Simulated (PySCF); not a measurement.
## Reproducing measurements on isobutyronitrile

**What was measured.**

NIST CCCBDB Release 22 (SRD 101), experimental polarizabilities lists, for the gas: mean polarisability 8.049 Å³.

The results are set against them at the end.

Compound: isobutyronitrile, C₄H₇N.
SMILES with atom numbers: `[CH3:1][CH:2]([CH3:3])[C:4]#[N:5]` (hydrogens: H6, H7, H8 on C1; H9 on C2; H10, H11, H12 on C3)

Geometry (GFN2-xTB, Å), atoms numbered from 1 in this order:
```
atom  x, y, z in Å
C1     1.2078   -0.4183    0.4435
C2     0.1017    0.2015   -0.4156
C3    -1.2431   -0.4976   -0.1957
C4    -0.0281    1.6057   -0.0963
N5    -0.1351    2.7127    0.1677
H6     1.3289   -1.4686    0.1875
H7     0.9534   -0.3442    1.4988
H8     2.1543    0.0926    0.2800
H9     0.3809    0.1307   -1.4745
H10   -1.5389   -0.4283    0.8490
H11   -2.0191   -0.0390   -0.8046
H12   -1.1615   -1.5480   -0.4658
```

The PySCF runs (gas phase, on this GFN2-xTB geometry; no spin–orbit coupling):

```tsv
level	job	basis functions	wall time
PBE0/def2-SVPD	8 singlets by full TDDFT, 3 Tamm–Dancoff triplets, polarisability	156	12 s
```

Hardware: one thread, x86-64 server (shared host).

## Comparison

**Mean polarisability.** Measured: 8.049 Å³ (NIST CCCBDB Release 22 (SRD 101), experimental polarizabilities).

| level | computed (Å³) | computed − measured (Å³) | % (from the printed values) |
| --- | --- | --- | --- |
| PBE0/def2-SVPD | 7.683 | -0.366 | -5 |

The computed values are static and purely electronic, with core orbitals frozen in the response (1 au = 0.148185 Å³). The table of measured values doesn't say here whether a value is static or optical, or holds a vibrational part.

No measured geometry was used, and the causes of the misses weren't examined.
